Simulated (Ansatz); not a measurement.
Geometry optimisation, RKS r2SCAN-D4/def2-SVP in Ansatz 0.2.0.

Input:

```yaml
crystal:
  periodic: [false, false, false]
  atoms:
    - { symbol: C, position_ang: [-0.49523, 0.50646, -0.70939] }
    - { symbol: C, position_ang: [-0.14013, -0.36849, 0.52673] }
    - { symbol: C, position_ang: [1.23149, -0.47364, 0.64786] }
    - { symbol: O, position_ang: [2.34578, -0.5162, 0.68485] }
    - { symbol: H, position_ang: [-0.12061, 0.06329, -1.62753] }
    - { symbol: H, position_ang: [-1.57839, 0.56748, -0.772] }
    - { symbol: H, position_ang: [-0.09769, 1.51208, -0.60891] }
    - { symbol: H, position_ang: [0.76419, -0.86155, 1.55299] }
    - { symbol: H, position_ang: [-0.58315, -1.37051, 0.41891] }
total_charge: 1
basis:
  gaussian: { orbitals: def2-SVP }
hamiltonian:
  xc: r2scan
  dispersion: d4
relax:
  f_tol: 0.02
  max_steps: 50
output:
  orbitals: {}
```

Run as:

```bash
$ ansatz run input.yaml --threads 2 --pin off --max-ram 3072MiB --backend cpu --events-out ev --progress --plain --runs-dir out
```

Task: Where does it end, and by what steps?

Result: The run converged. Limits of this set-up: the dipole of an ion depends on the origin. After 10 steps the energy has fallen by 4.880 eV; H8 moved furthest, 1.21 Å. Parted: C3–H8. Joined: C2–H8.

```
step  energy less start (eV)  largest force component (eV/Å)  accepted
   0                  0.0000                           6.570       yes
   1                 -1.7070                           2.549       yes
   2                 -2.5466                           2.964       yes
   3                 -3.1216                           2.851       yes
   4                 -3.7967                           2.983       yes
   5                 -4.4966                           1.685       yes
   6                 -4.7839                           0.794       yes
   7                 -4.8650                           0.234       yes
   8                 -4.8781                           0.169       yes
   9                 -4.8802                           0.033       yes
  10                 -4.8803                           0.005       yes
```

```xyz
9
Properties=species:S:1:pos:R:3
C -0.445 0.484 -0.616
C 0.052 -0.493 0.482
C 1.467 -0.641 0.498
O 2.586 -0.738 0.488
H -0.181 0.121 -1.618
H -1.539 0.516 -0.526
H -0.044 1.493 -0.460
H -0.220 -0.162 1.507
H -0.350 -1.521 0.358
```

Whether the end is a true minimum wasn't checked by a vibrational analysis.

Time of the run: 26 s on 2 threads of Intel(R) Xeon(R) Platinum 8259CL CPU @ 2.50GHz (Skylake/Cascade Lake), with other jobs on the host, peak memory 0.15 GiB.
